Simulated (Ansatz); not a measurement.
Reaction: SiH4 (silane, SMILES [SiH4]) → SiH3 (SMILES [SiH3], doublet) + H (doublet) (the H-Si bond breaks)
Each species at its own B3LYP-D3(BJ)/def2-TZVP minimum (Ansatz, a first-principles code).

Wanted: bond dissociation energy (electronic), in kcal/mol. Radicals and triplets start from unrestricted determinants; spin-orbit coupling is neglected. CBS(X,Y): correlation extrapolated as X^-3, Hartree-Fock from the larger set (Q,5: extrapolated as (X+1)exp(-9√X)). A bracket is a step between two methods taken in the basis named. The functionals are non-relativistic, so their misses hold any scalar relativity. '+ core + X2C': CCSD(T) terms for core correlation (cc-pwCVTZ, 1s frozen past Ne) and scalar relativity (cc-pVTZ-DK). For partners of very few electrons the exact lower level stands in for a higher one.

CCSD(T)/CBS(cc-pV(Q+d)Z,cc-pV(5+d)Z) + [CCSDT(Q) - CCSD(T)]/cc-pV(T+d)Z + [CCSDTQ - CCSDT(Q)]/cc-pV(D+d)Z + core + X2C (Ansatz) gives 96.6 kcal/mol.

What does PBE/def2-TZVPD (Ansatz) give here, and how do the other levels compare?

PBE gives 91.0 kcal/mol, 5.6 kcal/mol below it. Differences of the others: r2SCAN/def2-TZVPD (Ansatz) -4.7; PBE0/def2-TZVPD (Ansatz) -4.8; CCSD(T)/CBS(cc-pV(Q+d)Z,cc-pV(5+d)Z) + core + X2C (Ansatz) 0.0 kcal/mol. Nearer than PBE: r2SCAN/def2-TZVPD, PBE0/def2-TZVPD, CCSD(T)/CBS(cc-pV(Q+d)Z,cc-pV(5+d)Z) + core + X2C.
